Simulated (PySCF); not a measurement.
# Removing an electron from `C[C@H](F)C(=O)Cl`

Species: C3H4ClFO.
Structure used (PBE0-D3(BJ)/def2-SVP), in Å, numbered top down from 1:
```
atom  x, y, z in Å
C1    -0.8791    1.2241    0.9856
C2     0.4232    0.7286    0.3911
F3     0.4321   -0.6345    0.3579
C4     1.6273    1.1820    1.1999
O5     2.3309    0.5070    1.8606
Cl6    1.8743    2.9485    1.0438
H7    -0.9981    0.8269    2.0043
H8    -0.9029    2.3203    1.0198
H9    -1.7143    0.8670    0.3679
H10    0.5578    1.1132   -0.6360
```

Level: CAM-B3LYP/def2-SVPD (PySCF). Frontier orbitals with their largest atomic shares (Löwdin; up to four atoms above 4 %):

```
orbital  ε (eV)                           main atoms
 HOMO−3  -12.01  F3 35 %, C2 21 %, C1 16 %, H10 11 %
 HOMO−2  -11.15            Cl6 77 %, O5 10 %, C4 9 %
 HOMO−1  -11.08             Cl6 77 %, C4 8 %, F3 4 %
   HOMO  -10.32                                    ?
   LUMO   -0.33   C4 39 %, O5 33 %, Cl6 11 %, C2 6 %
 LUMO+1    1.08    Cl6 47 %, C4 17 %, C1 9 %, C2 6 %
 LUMO+2    1.23  Cl6 33 %, C2 13 %, C4 12 %, C1 10 %
```

Q: What vertical ionisation energy does ΔSCF give, and how far is −ε(HOMO) from it?

A: ΔSCF: 11.27 eV (1088 kJ/mol; threshold wavelength 110 nm); ⟨S²⟩ of the doublet left behind is 0.762, against 0.75 for a pure doublet. −ε(HOMO) is 10.32 eV, 0.95 eV below it. For the exact functional −ε(HOMO) would equal the first vertical ionisation energy; CAM-B3LYP (range-separated hybrid) falls short of its own ΔSCF value by 8 %.

Q: On which atoms does the HOMO lie?

A: O5 (carbonyl oxygen) 50 %, Cl6 (chlorine bonded to C) 24 %, C2 (sp3 C–F carbon) 9 %, C4 (acyl halide carbon) 9 %. The HOMO−1 lies 0.76 eV lower.

Q: And the vertical electron affinity, the fundamental gap, Mulliken's electronegativity and the hardness (with the factor ½)?

A: EA = -0.49 eV by ΔSCF (−ε(LUMO) = 0.33 eV); a negative value means that the added electron isn't bound at this geometry and level, and the number then depends on the basis. IE − EA = 11.76 eV against an orbital gap of 9.99 eV; (IE + EA)/2 = 5.39 eV; (IE − EA)/2 = 5.88 eV. Parr's electrophilicity index (IE + EA)²/[8(IE − EA)] is 1.24 eV.

Q: Shift the occupied levels rigidly so that −ε(HOMO) equals the ΔSCF value. What binding energies result?

A: The shift is +0.95 eV: HOMO 11.27, HOMO−1 12.03, HOMO−2 12.10, HOMO−3 12.96 eV. A rigid shift is only a rough guide to the deeper ionisations.

Q: The lowest singlet excitation (vertical TDDFT, same level) lies at 5.16 eV. How far is it below IE − EA?

A: IE − EA = 11.76 eV, so by 6.60 eV.

One conformer (not necessarily the lowest) at the PBE0-D3(BJ)/def2-SVP geometry, without solvent, vibrations or thermal averaging.
